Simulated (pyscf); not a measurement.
Elementary routes open to H₃C–SiH₂–CH₃ (SMILES C[SiH2]C) + H• (SMILES [H]) in the gas phase (doublet surface):
A. H₃C–SiH•–CH₃ (SMILES C[SiH]C) + H₂ (SMILES [H][H]) (H–Si broken; H–H formed)
B. CH₄ (SMILES C) + H₃C–SiH₂• (SMILES C[SiH2]) (C–Si broken; C–H formed)

Single points on ωB97X-D3(BJ)/def2-SVP structures (PySCF, gas phase).

Task: Rank the routes by free-energy barrier at 1200 K, lowest first, for ωB97M-D3(BJ)/def2-TZVP energies (ideal gas, 1 atm, RRHO with modes under 100 cm⁻¹ raised to 100, one conformer, R ln 2 for chiral ones without a mode under 150 cm⁻¹).

Result: A (1.14 eV), B (2.38 eV)

Route A is the fastest of these, ahead of the next by 1.23 eV. The most stable products are those of B (ΔG = -0.96 eV), whose barrier is 1.23 eV higher: the kinetic and the thermodynamic product differ. At 298 K A is still the fastest. Only these routes are compared; each barrier is that of the saddle found, and lower ones may exist.
